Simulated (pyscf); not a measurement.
Optimised with ωB97X-D3(BJ)/def2-SVP in PySCF.

**Question.** PBE/def2-TZVP puts the barrier of H₂O (SMILES O) + H₂N–Si(OH)(F)–F (SMILES N[Si](O)(F)F) -> HO–Si(OH)(F)–F (SMILES O[Si](O)(F)F) + NH₃ (SMILES N) (four-centre exchange; singlet surface; H–O, N–Si broken, O–Si, H–N formed) at 0.43 eV and the reaction energy at -0.43 eV, from the separated reactants. What do r²SCAN/def2-TZVP, B3LYP-D3(BJ)/def2-TZVP, ωB97M-D3(BJ)/def2-TZVP give on the same structures?

**Answer.** r²SCAN: ΔE‡ = 0.45 eV, ΔE = -0.47 eV; B3LYP-D3(BJ): ΔE‡ = 0.62 eV, ΔE = -0.44 eV; ωB97M-D3(BJ): ΔE‡ = 0.59 eV, ΔE = -0.43 eV. PBE's barrier lies under all of them, by 0.02 to 0.19 eV. Its reaction energy matches one of them and lies within 0.04 eV of the others. On the reactant side the descent ends in a complex, 0.23 eV under the separated species and 0.81 eV under the saddle at ωB97X-D3(BJ)/def2-TZVP. On the product side the descent ends in an adduct with a N–Si contact, 0.57 eV under the separated species and 1.56 eV under the saddle at ωB97X-D3(BJ)/def2-TZVP. What is counted as broken (N–Si) persists as a longer contact in the product adduct; parting that adduct is a step of its own. This is the saddle that the search found; another between the same sides may lie lower.
